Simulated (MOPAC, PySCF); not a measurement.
C2H3Cl, SMILES `C=CCl`, neutral singlet in the gas phase. 

Z-matrix (Å, degrees):
```
C
C 1 1.3206
H 1 1.0804 2 123.94
H 2 1.0811 1 122.25 3 -180.00
H 2 1.0820 4 118.23 1 180.00
Cl 1 1.7377 3 112.62 2 180.00
```
Charge 0, spin multiplicity 1.

All levels are single points at this geometry (B3LYP-D3(BJ)/def2-TZVP); Pople sets use spherical d functions. Orbital energies aren't observables, and empty levels follow the basis.

B3LYP/6-311+G** in PySCF gives gap (eV) = 6.79.

Question: Estimate the gap (eV) from each of these levels: PBE-D3(BJ)/def2-TZVP in PySCF; TPSSh-D3(BJ)/def2-TZVP in PySCF; B3LYP/3-21G in PySCF; B3LYP/6-31G* in PySCF; BP86/6-31G* in PySCF; M06-2X/6-31G* in PySCF; PBE/6-31G* in PySCF; HF/3-21G in PySCF; HF/6-31G* in PySCF; HF/STO-3G in PySCF; PM6 in MOPAC; PM7 in MOPAC.

Answer: 
| level | gap (eV) |
|---|---|
| PBE-D3(BJ)/def2-TZVP in PySCF | 5.13 |
| TPSSh-D3(BJ)/def2-TZVP in PySCF | 6.21 |
| B3LYP/3-21G in PySCF | 7.30 |
| B3LYP/6-31G* in PySCF | 7.15 |
| BP86/6-31G* in PySCF | 5.35 |
| M06-2X/6-31G* in PySCF | 9.82 |
| PBE/6-31G* in PySCF | 5.35 |
| HF/3-21G in PySCF | 14.54 |
| HF/6-31G* in PySCF | 14.40 |
| HF/STO-3G in PySCF | 16.66 |
| PM6 in MOPAC | 10.70 |
| PM7 in MOPAC | 10.77 |
